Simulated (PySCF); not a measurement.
AlC from Hartree–Fock to correlated methods

State: ⁴Σ⁻ (quartet), unpaired electrons σ ↑, π ↑↑. Set-up: basis Al aug-pcseg-1, C aug-pcseg-1; no relativity; PySCF 2.14. De refers to Al + C in their high-spin ground configurations, without counterpoise correction. The functionals are run spin-unrestricted. A positive dipole means Al(−)C(+).

```
      Level  Re (Å)  ωe (cm⁻¹)  De (eV)  μ (D)  CPU s a point (SCF and correlation, without the integrals)
        UHF   1.986        630     2.54  -1.10                                                       0.081
    UHF-MP2   1.995        620     3.20    n/a                                                        0.12
UHF-SCS-MP2   1.993        621     2.93    n/a                                                         n/a
   UHF-CCSD   1.989        624     3.09    n/a                                                         n/a
UHF-CCSD(T)   1.990        622     3.18    n/a                                                         1.1
        PBE   1.988        610     3.67  -1.98                                                        0.29
     revPBE   1.998        600     3.49  -1.95                                                        0.18
     r²SCAN   1.980        627     3.59  -1.70                                                        0.36
      TPSSh   1.981        624     3.46  -1.73                                                        0.44
       PBE0   1.979        626     3.47  -1.83                                                        0.49
    r²SCAN0   1.975        635     3.42  -1.63                                                        0.42
```

**Question.** Which functional lies closest to UHF-CCSD(T) in De, which farthest, and by how much do they differ from it?

**Answer.** Closest is r²SCAN0 (-1.5 pm in Re, +2.1 % in ωe, +0.24 eV in De against UHF-CCSD(T) in the same basis), farthest PBE (-0.2 pm in Re, -1.9 % in ωe, +0.49 eV in De). CCSD(T) converges more slowly with the basis than the functionals do and binds too weakly in this one, so the order can change at the basis-set limit.

**Question.** What does a quarter of exact exchange do here, going from PBE to PBE0?

**Answer.** PBE0 less PBE: -0.9 pm in Re, +2.6 % in ωe, -0.20 eV in De. Exact exchange removes part of the self-interaction that spreads semilocal densities, and in most molecules shortens and stiffens the bond and lowers De; so it does here.

**Question.** What does the step from GGA to meta-GGA do here, going from PBE to r²SCAN?

**Answer.** r²SCAN less PBE: -0.8 pm in Re, +2.8 % in ωe, -0.08 eV in De. 

Correlated steps freeze 6 core orbitals. Correlated levels converge slowly with the basis: in double zeta they bind strong bonds too weakly, by up to about 1 eV, and carry superposition errors of some tenths. The CCSD T1 diagnostic is raised, a sign that a single reference may not be enough here. The state was picked by a PBE0 search and need not be the measured ground state.

The whole job (state search and all levels along the bond) took about 0.94 min on 1 thread of Intel Xeon 6975P-C (shared host), peak memory 0.63 GiB.
